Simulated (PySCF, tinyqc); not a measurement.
Inside a calculation. Method: CISD on RHF in the sto-3g basis, frozen core, for HF, spin multiplicity 1. The lowest restricted solution is unstable here: a spin-polarised one lies 0.0033 hartree lower (PySCF). One step of it, computed by the program tinyqc.

Question. CISD: determinants and Hamiltonian. Slater-Condon rules over spin orbitals, with the nuclear repulsion and the energy of the frozen orbital added and E(HF) subtracted on the diagonal. Only determinants linked to the reference directly or through others are kept (one block of an abelian symmetry group), so some states are absent.

one-electron integrals dressed by the frozen orbital, h + 2 (pq|11) - (p1|1q) (hartree), order 2, 3, 4, 5, 6:
$$\begin{pmatrix}
-6.734348 & 0.264571 & 0.000000 & 0.000000 & 0.482563 \\
0.264571 & -5.032228 & 0.000000 & 0.000000 & 1.438969 \\
0.000000 & 0.000000 & -6.105716 & 0.000000 & 0.000000 \\
0.000000 & 0.000000 & 0.000000 & -6.105716 & 0.000000 \\
0.482563 & 1.438969 & 0.000000 & 0.000000 & -4.325087
\end{pmatrix}$$

energy of the frozen orbital, 2 h_11 + (11|11) = -75.49226832 hartree

Two-electron integrals over orbitals (pq|rs), unique and non-zero (hartree); the lowest 1 orbital is frozen and left out:
```
(22|22) 0.873380    (32|22) -0.045410   (32|32) 0.134057    (33|22) 0.689619
(33|32) -0.013809   (33|33) 0.673900    (42|42) 0.189563    (43|42) -0.027391
(43|43) 0.035075    (44|22) 0.895518    (44|32) -0.065034   (44|33) 0.676040
(44|44) 0.997514    (52|52) 0.189563    (53|52) -0.027391   (53|53) 0.035075
(54|54) 0.053770    (55|22) 0.895518    (55|32) -0.065034   (55|33) 0.676040
(55|44) 0.889973    (55|55) 0.997514    (62|22) -0.083699   (62|32) -0.077388
(62|33) -0.021866   (62|44) -0.082912   (62|55) -0.082912   (62|62) 0.091440
(63|22) -0.239043   (63|32) 0.079204    (63|33) -0.092656   (63|44) -0.247612
(63|55) -0.247612   (63|62) 0.035819    (63|63) 0.233377    (64|42) -0.027861
(64|43) -0.022417   (64|64) 0.028988    (65|52) -0.027861   (65|53) -0.022417
(65|65) 0.028988    (66|22) 0.637809    (66|32) 0.045013    (66|33) 0.646757
(66|44) 0.622401    (66|55) 0.622401    (66|62) -0.052952   (66|63) -0.026396
(66|66) 0.672826
```

nuclear repulsion = 3.78584650 hartree

Hartree-Fock energy = -98.50350821 hartree

Give: determinants; H - E(HF) between determinants.

Answer.

Occupation strings over the orbitals (2 doubly, a alpha, b beta, 0 empty; spin orbitals ordered 1a 1b 2a 2b ...): 222220 22a22b 2a222b 22b22a 2b222a 222202 222022 220222 2ab222 2ba222 202222

H - E(HF) between determinants (hartree):
```
        222220  22a22b  2a222b  22b22a  2b222a  222202  222022  220222
222220   0.000   0.000   0.000   0.000   0.000   0.029   0.029   0.233
22a22b   0.000   0.417  -0.009  -0.233  -0.036   0.022   0.022   0.066
2a222b   0.000  -0.009   1.217  -0.036  -0.091   0.028   0.028  -0.079
22b22a   0.000  -0.233  -0.036   0.417  -0.009  -0.022  -0.022  -0.066
2b222a   0.000  -0.036  -0.091  -0.009   1.217  -0.028  -0.028   0.079
222202   0.029   0.022   0.028  -0.022  -0.028   0.868   0.054   0.035
222022   0.029   0.022   0.028  -0.022  -0.028   0.054   0.868   0.035
220222   0.233   0.066  -0.079  -0.066   0.079   0.035   0.035   0.886
2ab222  -0.036   0.079  -0.213  -0.031   0.077   0.027   0.027   0.068
2ba222   0.036  -0.031   0.077   0.079  -0.213  -0.027  -0.027  -0.068
202222   0.091   0.077   0.031  -0.077  -0.031   0.190   0.190   0.134

        2ab222  2ba222  202222
222220  -0.036   0.036   0.091
22a22b   0.079  -0.031   0.077
2a222b  -0.213   0.077   0.031
22b22a  -0.031   0.079  -0.077
2b222a   0.077  -0.213  -0.031
222202   0.027  -0.027   0.190
222022   0.027  -0.027   0.190
220222   0.068  -0.068   0.134
2ab222   1.712  -0.134   0.100
2ba222  -0.134   1.712  -0.100
202222   0.100  -0.100   2.705
```
